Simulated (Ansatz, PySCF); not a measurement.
System: furan, C4H4O (charge 0, singlet). 
Geometry from a B3LYP-D3(BJ)/def2-TZVP (Ansatz, a program for electronic structure) optimisation:
```
C
C 1 1.3552
O 2 1.3615 1 110.34
C 3 1.3615 2 106.94 1 0.00
C 4 1.3552 3 110.34 2 0.00
H 4 1.0753 5 133.63 1 -180.00
H 2 1.0753 1 133.63 5 -180.00
H 5 1.0766 4 126.47 6 0.00
H 1 1.0766 2 126.47 7 0.00
```

Total electronic energies in hartree. Cores are frozen in the correlated levels unless marked. Spin-orbit coupling is left out. Non-relativistic. CBS marks a two-point X^-3 extrapolation of the correlation energy; Hartree-Fock from the larger set. [CCSD(T)-MP2]/basis is that difference in the basis named.

The Hartree-Fock reference is unstable (checked in the largest basis), which strains HF and MP2. 

| level | program | energy (Eh) |
|---|---|---|
| RI-HF/aug-cc-pVQZ | Ansatz | -228.72341 |
| PBE-D3(BJ)/def2-TZVPD | Ansatz + dftd3 | -229.84239 |
| BLYP-D4/def2-TZVPD | Ansatz + dftd4 | -230.05342 |
| revPBE-D4/def2-TZVPD | Ansatz + dftd4 | -230.07329 |
| r2SCAN-D4/def2-TZVPD | Ansatz + dftd4 | -229.98600 |
| PBE0-D3(BJ)/def2-TZVP | Ansatz + dftd3 | -229.85085 |
| BHLYP-D4/def2-TZVPD | Ansatz + dftd4 | -229.98298 |
| TPSSh-D4/def2-TZVPD | PySCF + dftd4 | -230.13472 |
| MP2/cc-pVDZ | Ansatz | -229.35070 |
| RI-MP2/aug-cc-pVQZ | Ansatz | -229.65659 |
| SCS-MP2/STO-3G | Ansatz | -226.03804 |
| SCS-MP2/cc-pVDZ | Ansatz | -229.32981 |
| CCSD(T)/aug-cc-pVDZ | Ansatz | -229.44888 |
| CCSD(T)/cc-pVDZ | Ansatz | -229.40730 |
| RI-MP2/CBS(cc-pVTZ,cc-pVQZ)+[CCSD(T)-MP2]/cc-pVTZ | Ansatz | -229.7500 |

Totals of different functionals don't rank their quality; only differences between species are comparable.
